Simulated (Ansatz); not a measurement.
This Ansatz (a program for electronic structure) input (CCSD(T)/cc-pVTZ) gives -189.54399 Eh with 118 basis functions. A basis named .json is the Basis Set Exchange file of that set (core-valence sets with the plain set on hydrogen).

Ansatz 0.2 input:
```yaml
crystal:
  periodic: [false, false, false]
  atoms:
    - {symbol: O, position_ang: [-1.03161242, -0.43547658, -0.01906221]}
    - {symbol: C, position_ang: [0.00415137, 0.42058817, 0.00392352]}
    - {symbol: O, position_ang: [1.15861150, 0.10574915, 0.01788813]}
    - {symbol: H, position_ang: [-0.66969788, -1.33749408, -0.02206250]}
    - {symbol: H, position_ang: [-0.37120299, 1.45178455, 0.00791402]}
basis:
  gaussian:
    orbitals: cc-pVTZ
magnetization: {spin_polarized: false}
correlation: {method: ccsd_t, frozen_orbitals: {C: 0, H: 0, O: 0}}
```

Change:
```diff
- orbitals: cc-pVTZ
+ orbitals: cc-pCVDZ.json
```

Problem. What does the run give now?

Solution. -189.42949 Eh (CCSD(T)/cc-pCVDZ, 64 functions), a change of +114.50 mEh.
